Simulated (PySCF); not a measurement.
```
atom    x (Å)    y (Å)    z (Å)
  Si   0.0000   0.0000   0.0793
   H   0.0000   1.4133  -0.3701
   H   1.2239  -0.7066  -0.3701
   H  -1.2239  -0.7066  -0.3701
```

Basis set: cc-pVTZ on H; cc-pV(T+d)Z on Si (spherical functions). Correlated methods keep 5 orbitals frozen. Charge -1, multiplicity 1.

Starred EOM-CCSD(T)(a) on the restricted Hartree–Fock determinant with PySCF 2.14.0; the energies are vertical.

Task: The solver was asked for the few lowest roots only. Give the ionization energies of singlet SiH3(-) among them whose weight of singles is over 0.7.

Result:

| root | energy (eV) | weight of singles |
| --- | --- | --- |
| 1 | 0.52 | 0.96 |
| 2 | 5.98 | 0.93 |
| 3 | 5.98 | 0.93 |

Higher main lines weren't sought. Caution: no diffuse functions for an anion.
